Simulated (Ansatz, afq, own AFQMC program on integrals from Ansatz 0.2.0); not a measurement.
**B$_{2}$H$_{2}$, quintet in cc-pVTZ, levels against CCSDT(Q)**

```xyz
4

B     0.0000    0.0000    0.6756
B     0.0000    0.0000   -0.9095
H     0.0000    1.0479    1.2540
H     0.0000   -1.0479    1.2540
```

Connectivity, by distances: BH2–B.

Basis cc-pVTZ. Noble-gas cores (and the filled d shells of Ga–Kr and In–Xe) are frozen. Ansatz 0.2.0 and our own AFQMC program on the same integrals; the CISD trial comes from CCSD amplitudes, and released means the phaseless constraint is let go. ± is one standard error of the sampling.

Determinant: UHF, the one that the program's search chose, which needn't be the lowest solution. The geometry is a PBE0/def2-TZVP stationary point of this or a neighbouring charge and spin state.

No full CI on the walks' own integrals is used here; CCSDT(Q) serves as the reference and is uncertain by about the last step of the cluster series.

Cautions: another spin lies lower (by 5.04 eV); the released energies move by 1.5 errors or more from one time to the next, so no released level is given (meV from the phaseless value at times in 1/Eh: -10 ± 4 at 0.24, -14 ± 4 at 0.51, -9 ± 8 at 0.99, -8 ± 5 at 1.62, -18 ± 4 at 2.40), though the last usable value meets CCSDT(Q) within the noise.

The T1 diagnostic is 0.0330, the weight of the determinant in the CISD state is 0.907 and the ⟨S²⟩ of the determinant is 6.007. The size of the correlated space is 8 electrons in 86 orbitals.

Reference: CCSDT(Q), correlation energy -4.187 eV.

| level | E − E(reference) (meV) | share of correlation (%) |
| --- | --- | --- |
| HF | 4187.1 | 0.00 |
| MP2 | 921.1 | 78.00 |
| CCSD | 171.5 | 95.90 |
| CCSD(T) | 37.8 | 99.10 |
| CCSDT | 4.7 | 99.89 |
| ph-AFQMC/CISD | 14.7 ± 4.5 | 99.65 |

A walk keeps the symmetry of its determinant, which the program's search chose and which needn't be the lowest solution, so a lower state of the same spin and another symmetry isn't excluded.
